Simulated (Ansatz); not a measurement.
# Molecular dynamics of CH5Al

input.yaml

```yaml
crystal:
  periodic: [false, false, false]
  atoms:
    - { symbol: Al, position_ang: [0.077613, 0.917196, 1.306483] }
    - { symbol: C, position_ang: [0.096854, -0.349487, -0.576453] }
    - { symbol: H, position_ang: [1.215875, 0.682509, 0.23123] }
    - { symbol: H, position_ang: [-1.438406, 0.52226, 1.556987] }
    - { symbol: H, position_ang: [0.947984, -0.452001, -1.2638] }
    - { symbol: H, position_ang: [-0.116803, -1.332672, -0.120462] }
    - { symbol: H, position_ang: [-0.783116, 0.012098, -1.134184] }
basis:
  gaussian: { orbitals: def2-SVP }
hamiltonian:
  xc: r2scan
  dispersion: d4
md:
  timestep: 0.5
  n_steps: 200
  ensemble: nve
  temperature: 300.0
  initial_velocities: maxwell_boltzmann
  seed: 10626
```

Run as:

```bash
$ ansatz run input.yaml --threads 1 --pin off --max-ram 2048MiB --backend cpu --events-out ev --progress --plain --runs-dir out
```

It starts at the highest image of a converged band. Of that band: Neighbouring images differ by up to 1.6 eV, so the band resolves the path poorly. A vibrational analysis at the climbing image gives one clearly imaginary mode, 1199i cm⁻¹: a first-order saddle point.

Output, in part (step lines, the closing report, with atoms numbered from 0):

```
md step     0: t =     0.00 fs  T =   300.0 K  F+E_penalty+E_count = -7707.54209049 eV  E_kin = 0.193890 eV  conserved = -7707.34820049 eV  (26 SCF iters)
md step     1: t =     0.50 fs  T =   296.7 K  F+E_penalty+E_count = -7707.53990892 eV  E_kin = 0.191736 eV  conserved = -7707.34817340 eV  (29 SCF iters)
md step     2: t =     1.00 fs  T =   287.8 K  F+E_penalty+E_count = -7707.53408074 eV  E_kin = 0.185987 eV  conserved = -7707.34809421 eV  (30 SCF iters)
md step     3: t =     1.50 fs  T =   275.2 K  F+E_penalty+E_count = -7707.52585708 eV  E_kin = 0.177870 eV  conserved = -7707.34798726 eV  (30 SCF iters)
md step     4: t =     2.00 fs  T =   261.5 K  F+E_penalty+E_count = -7707.51692261 eV  E_kin = 0.169038 eV  conserved = -7707.34788493 eV  (30 SCF iters)
md step     5: t =     2.50 fs  T =   249.2 K  F+E_penalty+E_count = -7707.50888985 eV  E_kin = 0.161073 eV  conserved = -7707.34781653 eV  (29 SCF iters)
md step     6: t =     3.00 fs  T =   239.9 K  F+E_penalty+E_count = -7707.50284135 eV  E_kin = 0.155043 eV  conserved = -7707.34779816 eV  (29 SCF iters)
md step     7: t =     3.50 fs  T =   234.0 K  F+E_penalty+E_count = -7707.49907693 eV  E_kin = 0.151249 eV  conserved = -7707.34782759 eV  (30 SCF iters)
[... lines left out ...]
Total energy: -7708.92058840 eV, -283.2976063296 hartree
Atom 0 at    -0.011744     1.460376     2.256928 Å, force    -0.449019     0.037007    -0.045257 eV/Å
Atom 1 at     0.302671    -1.321993    -2.211826 Å, force     2.556345     1.454092    -0.878555 eV/Å
Atom 2 at     1.267680    -0.949816    -2.875146 Å, force    -2.514419    -0.793092     1.481671 eV/Å
Atom 3 at    -1.715727     1.622356     2.112794 Å, force     0.449670    -0.042365     0.036864 eV/Å
Atom 4 at    -0.024380    -2.303927    -2.605257 Å, force    -0.206748     0.480345     0.239913 eV/Å
Atom 5 at     0.691970    -1.383875    -1.178293 Å, force     0.008019    -0.473231    -0.188574 eV/Å
Atom 6 at    -0.454594    -0.503994    -2.138684 Å, force     0.156152    -0.662757    -0.646062 eV/Å
Dipole moment:     0.011659    -0.003443     0.016862 e Å
```

The steps, from the saved trajectory:

| time (fs) | T (K) | potential energy less start (eV) | conserved less start (meV/atom) |
| --- | --- | --- | --- |
| 0.0 | 300 | 0.000 | 0.00 |
| 3.0 | 240 | 0.039 | 0.06 |
| 6.0 | 222 | 0.051 | 0.04 |
| 9.0 | 292 | 0.006 | 0.09 |
| 12.0 | 702 | -0.258 | 0.20 |
| 15.0 | 1935 | -1.062 | -0.75 |
| 18.0 | 893 | -0.372 | 1.50 |
| 21.0 | 1973 | -1.083 | -0.23 |
| 24.0 | 1044 | -0.480 | 0.15 |
| 27.0 | 1374 | -0.692 | 0.21 |
| 30.0 | 2727 | -1.580 | -1.69 |
| 33.0 | 1880 | -1.028 | -0.97 |
| 36.0 | 1856 | -1.006 | 0.05 |
| 39.0 | 1298 | -0.643 | 0.32 |
| 42.0 | 2773 | -1.611 | -1.84 |
| 45.0 | 1965 | -1.084 | -1.05 |
| 48.0 | 1992 | -1.094 | -0.02 |
| 51.0 | 1257 | -0.616 | 0.36 |
| 54.0 | 2802 | -1.629 | -1.71 |
| 57.0 | 2026 | -1.121 | -0.78 |
| 60.0 | 1961 | -1.074 | -0.03 |
| 63.0 | 1274 | -0.627 | 0.40 |
| 66.0 | 2800 | -1.632 | -2.29 |
| 69.0 | 2284 | -1.296 | -1.89 |
| 72.0 | 1809 | -0.975 | 0.02 |
| 75.0 | 1354 | -0.678 | 0.37 |
| 78.0 | 2708 | -1.573 | -2.44 |
| 81.0 | 2414 | -1.381 | -2.16 |
| 84.0 | 1634 | -0.861 | 0.13 |
| 87.0 | 1517 | -0.785 | 0.27 |
| 90.0 | 2497 | -1.437 | -2.43 |
| 93.0 | 2567 | -1.481 | -2.32 |
| 96.0 | 1485 | -0.764 | 0.25 |
| 99.0 | 1776 | -0.953 | 0.08 |

All steps were run. The conserved energy stayed within 2.5 meV per atom of its start (net change -0.68 meV per atom), so the integration is sound. The system heated up, since it started high on the potential surface and ran downhill. A run of 0.1 ps of so small a system gives no equilibrium averages. The orbitals stay closed-shell, which can raise the energy where a bond breaks towards radicals; this wasn't checked here.

The step under study would form C2–H3 and break Al1–C2, Al1–H3. These pairs go: C2–H3 1.72 → 1.23 Å, Al1–C2 2.27 → 5.27 Å, Al1–H3 1.58 → 5.81 Å. In the last frame they stand as after the step (other bonds may differ from the relaxed reactants and products). These pairs come and go: their bonding changes 17 times, last at 99 of 100 fs, so the outcome isn't settled. It ends as AlH + CH4. Pairs count as bonded within 1.25 times the sum of covalent radii (0.12 Å more for H–H).

Last frame:

```xyz
7
Properties=species:S:1:pos:R:3
Al -0.012 1.460 2.257
C 0.303 -1.322 -2.212
H 1.268 -0.950 -2.875
H -1.716 1.622 2.113
H -0.024 -2.304 -2.605
H 0.692 -1.384 -1.178
H -0.455 -0.504 -2.139
```

Time of the run: 6.3 min on 1 thread of Arm Neoverse V1, with other jobs on the host, peak memory 0.1 GiB.
